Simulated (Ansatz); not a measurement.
# AlO2 (quartet): wave-function methods side by side, cc-pVDZ

One table from this session's results is given with a row withheld; the runs are named, their logs left out.

Computed with Ansatz 0.2.0, Gaussian basis. Level: cc-pVDZ, core rule «outside noble gas», up to 7 orbitals frozen.

To be run: UHF; CCSD(T) on ROHF; CCSD(T) on UHF; BCCD(T) on ROHF; CISD; CCSDT(Q) on ROHF; CCSDT(Q) on UHF.

38 further runs of the same task are left out: 17 for a known fault of the program, 11 that didn't finish, 10 set aside as unsound or not needed.

### The system

The geometry is a PBE0/def2-TZVP stationary point (not a proven minimum).

3 atoms, charge 0, spin multiplicity 4.

Atoms are counted from 1 here; the program's logs count them from 0.

Bond lengths: O1–Al2 1.782 Å, Al2–O3 1.782 Å. Angles: O1–Al2–O3 180.0°.

As a file:

```
atom    x (Å)    y (Å)     z (Å)
  O1  0.00000  0.00000   1.78180
 Al2  0.00000  0.00000   0.00000
  O3  0.00000  0.00000  -1.78180
```

Set-up of the first run:

in.yaml

```yaml
crystal:
  periodic: [false, false, false]
  atoms:
    - {symbol: O, position_ang: [0.000000, 0.000000, 1.781800]}
    - {symbol: Al, position_ang: [0.000000, 0.000000, 0.000000]}
    - {symbol: O, position_ang: [0.000000, 0.000000, -1.781800]}
basis:
  gaussian: {orbitals: cc-pVDZ}
magnetization: {spin_polarized: true, initial_magnetization: 3}
hamiltonian: {xc: hf}
output: {orbitals: {seedname: orbitals}}
```

On the command line:

```bash
$ ansatz run in.yaml --threads 1 --pin off --events-out ev --progress --plain --max-ram 2393MiB
```

Steps of the session up to this table: UHF; CCSD(T) on ROHF; CCSD(T) on UHF; BCCD(T) on ROHF; CISD; CCSDT(Q) on ROHF; CCSDT(Q) on UHF.

One of the session's tables, all rows but one given; the rest of the session is left out.

It belongs to the step «Misses and costs». 

```
   method  from UCCSDT(Q) (kJ/mol)
     ROHF                   +983.5
      UHF                        ?
     RMP2                    +99.5
     UMP2                   +102.2
     CISD                   +108.5
    RCCSD                    +30.7
    UCCSD                    +29.9
 RCCSD(T)                     +7.0
 UCCSD(T)                     +7.1
  BCCD(T)                     +7.3
   RCCSDT                     +3.2
   UCCSDT                     +3.0
RCCSDT(Q)                     +0.7
UCCSDT(Q)                        0
```

Q: Estimate the row for UHF from the others.

As computed: from UCCSDT(Q) (kJ/mol): +959.0. In the column «from UCCSDT(Q) (kJ/mol)» it lies between CISD (+108.5) and ROHF (+983.5).

With the free atoms at the same levels and basis (separate runs), the atomisation energy is 4.946 eV at UCCSDT(Q), 4.896 eV at RCCSD(T), 4.892 eV at UCCSD(T), 2.827 eV at ROHF.

Caveats from the session: Restricted and unrestricted rows rest on different reference determinants; where their highest levels disagree by more than a few hundredths of an eV, they describe different states and don't form one ladder.
